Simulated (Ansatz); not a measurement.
`CSSC` + Cl• → `[CH2]SSC`• + HCl at 700 K and 1 bar (hydrogen abstraction from a C–H bond).

Isolated molecules relaxed with PBE0-D4/def2-TZVP in Ansatz; ΔE leaves out vibrations. CCSD(T)/CBS adds triple-zeta CCSD(T) − MP2 to the extrapolated MP2 energy (def2 sets, frozen cores). This one scheme is used for every species, atoms too. Open shells (•) are unrestricted, without spin–orbit coupling. Spin–orbit coupling would lower the free atoms: a little for Cl. One conformer a species, not always the lowest.

```tsv
species	CCSD(T)/CBS energy (Eh)	H − E (kJ/mol)	S (J/(mol·K))
`CSSC`	-875.26995	272.4	429.0
Cl•	-459.70966	14.6	186.0
`[CH2]SSC`•	-874.60493	234.6	438.6
HCl	-460.38127	38.4	211.8
```

H − E and S are ideal-gas, rigid-rotor, harmonic terms from PBE0-D4/def2-TZVP, for one conformer and one mirror image of each species, with the whole ground term of open shells counted as degenerate. 1 Eh = 2625.50 kJ/mol, R = 8.31446 J/(mol·K).

Question: By hand: ΔE, ΔH, ΔS and ΔG.

Answer: ΔE = (-874.60493) + (-460.38127) − (-875.26995) − (-459.70966) = -0.00659 Eh = -17.3 kJ/mol. Δ(H − E) = 234.6 + 38.4 − 272.4 − 14.6 = -14.0, so ΔH = -31.3 kJ/mol. ΔS = 438.6 + 211.8 − 429.0 − 186.0 = 35.4 J/(mol·K). ΔG = -31.3 − 700 × (35.4)/1000 = -56.1 kJ/mol.

Question: By hand: the equilibrium constant, and the temperature at which ΔG would vanish if ΔH and ΔS stayed fixed.

Answer: log₁₀ K = −ΔG/(RT ln 10) = 4.2. ΔH and −TΔS have one sign here, so there is no such temperature.

TΔS isn't small against ΔH here. A doubt of 5 kJ/mol in ΔE shifts log₁₀ K by 0.4 here. Other conformers and mirror images would add mixing entropy, several J/(mol·K) or more a flexible species. These are equilibria of isolated gas molecules and say nothing of rates. Largest T1 diagnostic: 0.018 (customary marks: 0.02 for closed shells, 0.045 for open ones).
